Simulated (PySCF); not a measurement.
B3LYP has the VWN-RPA correlation part, as in Gaussian. 

CH3O, SMILES `[O]C` (charge 0, multiplicity 2)

Level of theory: B3LYP-D3(BJ)/def2-TZVP // PBE-D3(BJ)/def2-SVP (PySCF).

```yaml
highest_occupied_spin_orbital: -7.51 eV
dipole_moment: 2.07 D
total_energy: -3132.17 eV
cost: around 60 core-seconds (rough)
```

```xyz
5

C     -0.0168     0.0004    -0.0495
O      1.3094    -0.2055    -0.1292
H     -0.6603    -0.8545    -0.3957
H     -0.3821     0.9725    -0.4811
H     -0.2502     0.0872     1.0555
```
Charge 0, spin multiplicity 2.
